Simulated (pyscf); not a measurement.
O=CH–OH (SMILES O=CO) + SiH₄ (SMILES [SiH4]) → HO–SiH₃ (SMILES O[SiH3]) + H₂C=O (SMILES C=O) (four-centre exchange; singlet surface; C–O, H–Si broken, O–Si, C–H formed). Single points on ωB97X-D3(BJ)/def2-SVP structures (PySCF, gas phase). Correlated levels are frozen-core, on RHF or UHF. ΔMP2 is the change of the MP2 total energy from the triple- to the quadruple-zeta basis. Rate constants from transition-state theory, CCSD(T)/def2-TZVPP + ΔMP2(QZVPP) energies (ideal gas, 1 atm, RRHO with modes under 100 cm⁻¹ raised to 100, one conformer, R ln 2 for rigid chiral ones; no tunnelling), k in cm³ molecule⁻¹ s⁻¹.

```tsv
T (K)	1000/T	log10 k
298	3.354	-49.77
600	1.667	-31.12
900	1.111	-24.77
1200	0.833	?
```

Problem. Fit an Arrhenius line to the three values, give the activation energy, and predict k at 1200 K.

Solution. Least squares gives log10 k = -12.48 − 11.12 × 1000/T, so Ea = 11.12 × ln 10 × 1.987 = 50.9 kcal/mol, against an electronic barrier of 48.9. At 1200 K the line gives -21.75; the computed value is -21.47 (ΔG‡ = 88.3 kcal/mol), a factor 1.9 over the line, since the plot is curved. On the product side the descent ends in a complex (not fully relaxed), 5.6 kcal/mol under the separated species and 61.6 kcal/mol under the saddle at ωB97X-D3(BJ)/def2-TZVP. One saddle was located; it need not be the lowest between these sides. The CCSD(T) − MP2 part came from Ansatz, without density fitting, on the same reference.
